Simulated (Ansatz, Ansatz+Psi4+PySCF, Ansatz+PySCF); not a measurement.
```xyz
6

C     0.0000    0.0205   -0.3720
N     0.0000    0.5900    0.9474
H     0.0000   -0.1905    1.6132
H     0.0000    0.8050   -1.1292
H     0.8615   -0.6125   -0.5298
H    -0.8615   -0.6125   -0.5298
```

Basis set: cc-pVTZ (spherical functions). Correlated methods keep 2 orbitals frozen. Correlation on ROHF uses semicanonical orbitals with singles. Charge 0, multiplicity 2.

Computed with Ansatz (development build ahead of 0.2.0); each method stands on the lowest determinant of its kind that the runs found.

Task: Give the atomization energy at this shape (free ground-state atoms in the same class of orbitals less the molecule, no zero-point energy) of doublet CH4N by ROHF-CCSD(T), ROHF-MP2, UHF-MP2, ROHF, UHF.

Result:

| method | atomization energy |
| --- | --- |
| ROHF-CCSD(T) | 1925.9 kJ/mol |
| ROHF-MP2 | 1922.9 kJ/mol |
| UHF-MP2 | 1919.8 kJ/mol |
| ROHF | 1423.1 kJ/mol |
| UHF | 1415.9 kJ/mol |
